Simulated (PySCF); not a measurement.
Molecule: LiF, SMILES [F][Li], singlet. Atoms near the plane z = 0.0 Å, at the CAM-B3LYP/def2-SVP optimised geometry (x, y, z in Å): Li1 (-0.8, 0.0, 0.0), F2 (0.8, 0.0, 0.0).

Calculation: CAM-B3LYP/def2-TZVP (PySCF). Cells within 0.4 Å of a nucleus heavier than hydrogen are left out (blank, or x). The values are rescaled to run from 0 to 1.

```
|00000000000000000000000000000|
|00000000000000000000000000000|
|00000000000000000000000000000|
|00000000000000000000000000000|
|00000000000000000000000000000|
|00000000000000000000000000000|
|00000000000000000000000000000|
|00000000000000000000000000000|
|00000000000000000000000000000|
|00000000000000011111100000000|
|00000000000001122221110000000|
|00000000000011333322111000000|
|00000000010002466432211000000|
|000000001xxxx258xxxx321100000|
|000000001xxxx269xxxx421100000|
|000000001xxxx258xxxx321100000|
|00000000010002466432211000000|
|00000000000011333322111000000|
|00000000000001122221110000000|
|00000000000000011111100000000|
|00000000000000000000000000000|
|00000000000000000000000000000|
|00000000000000000000000000000|
|00000000000000000000000000000|
|00000000000000000000000000000|
|00000000000000000000000000000|
|00000000000000000000000000000|
|00000000000000000000000000000|
|00000000000000000000000000000|
```
Scale: ten equal steps from 0.000 (start of '0') to 1.00 (end of '9'), in the order '0123456789'; x runs from -3.00 to 3.00, y from -3.00 (bottom) to 3.00 (top).

Which quantity is mapped?
A. electrostatic potential
B. Laplacian of the electron density
C. deformation density (molecule minus spherical neutral atoms)
D. electron localisation function

C, deformation density (molecule minus spherical neutral atoms). In full: deformation density (molecule minus spherical neutral atoms) (e/bohr³).
